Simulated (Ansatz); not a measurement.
System: bcc Nb. Method: PBEsol in Ansatz (plane waves, PAW).

Run with plane-wave cutoff 500 eV, 12×20×1 k mesh (along the axes of the cell as run), Fermi–Dirac smearing 0.1 eV, scalar-relativistic PAW data made under PBE.

**Question.** Give the computed surface energy of the (211) face and work function of the (211) face.

**Answer.** 
- surface energy of the (211) face = 2.63 J/m²
- work function of the (211) face = 3.91 eV

The slab of 12 atoms is relaxed and unreconstructed.

Computed values are for the static lattice.

The result took around 30 core-minutes (rough).

Ansatz is an electronic-structure program.
